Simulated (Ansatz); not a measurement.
Bulk modulus (GPa) of solids drawn from the class of elemental solids other than molecular ones, at two levels: PBE in Ansatz (plane waves, PAW), and PBE-D4 (PAW; Ansatz, a first-principles code).

| solid | PBE | PBE-D4 | shift (%) |
|---|---|---|---|
| bcc Li | 13.9 | 14.1 | +1.4 |
| fcc Pt | 248 | 274 | +10.5 |
| bcc Ta | 194 | 200 | +3.1 |
| α-phase Ga | 48.4 | 61.6 | +27 |
| bcc V | 182 | 190 | +4.4 |
| hcp Be | 123 | 126 | +2.4 |
| fcc Al | 76.9 | 86.0 | +11.8 |
| hcp Lu | 46.4 | 47.9 | +3.2 |
| hcp Zn | 62.5 | 76.2 | +22 |
| grey tin (α-Sn) | 35.1 | 39.9 | +13.7 |

The shifts run from +1.4 % to +27 %, with a median of +7.4 %.

Of 10 rows, PBE-D4 is the larger in 10 and the smaller in 0.

Ansatz's runs of these crystals have no spin polarisation.

Spin–orbit coupling is left out, also for the solids with elements from indium on (fcc Pt, bcc Ta, hcp Lu, grey tin (α-Sn)); its size isn't shown.

In Ansatz's fits of the non-cubic solids, shape and atoms are relaxed at each volume.

Each level is taken at its own relaxed cell. Ansatz's density-functional and Hartree–Fock values are scalar-relativistic unless marked +SOC, with PAW data made under PBE.
